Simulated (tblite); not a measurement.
Run record: tight-binding relaxation, `[H]/N=C\C[O]` [radical].

Computed with GFN2-xTB geometry optimisation, gas phase (tblite 0.8.0). Start geometry: from a force field or distance geometry. The command runs a driver script over a list of jobs; the input below is this job's line of settings and its coordinates in Å.

Command:
```bash
OMP_NUM_THREADS=1 python probes_run.py task.json out
```

Input:
```
{"job": {"kind": "relax", "xc": "GFN2-xTB", "basis": "xTB"}, "charge": 0, "multiplicity": 2}
N      1.675200     0.064000    -0.186100
C      0.475000     0.599300    -0.135500
C     -0.774400    -0.236600     0.112700
O     -0.432500    -1.499300     0.221300
H      1.414700    -0.943900    -0.026600
H      0.352400     1.682100    -0.250100
H     -1.265100     0.275200     0.957200
H     -1.436300     0.068800    -0.717400
```

Output:
```
step      E/eV     max force
  0    -357.99110    5.249
  1    -358.22661    4.811
  2    -358.35882    1.040
  3    -358.40476    0.838
  4    -358.51832    0.871
  5    -358.53251    0.496
  6    -358.55847    0.636
  7    -358.57596    0.808
  8    -358.59951    0.740
  9    -358.61365    0.334
 10    -358.62175    0.303
 11    -358.62670    0.374
 12    -358.63057    0.242
 13    -358.63239    0.107
 14    -358.63298    0.061
 15    -358.63329    0.054
 16    -358.63353    0.041
 17    -358.63364    0.021
 18    -358.63366    0.010
```

«max force» is the largest atomic force in eV/Å.

Question: From which step on does the largest force stay under 0.1 eV/Å, and how much energy is left to gain from there?

Answer: From step 14 (0.061 eV/Å), 0.7 meV above the end.

In short: energy lowered by 14.8 kcal/mol over 18 steps; largest atomic force 0.010 eV/Å at the end.

Hardware: an Arm Neoverse V2 with one thread, no GPU, shared host. Cost: under 0.1 s wall.
Labels such as C1 count atoms from 1, the log's own numbers from 0.
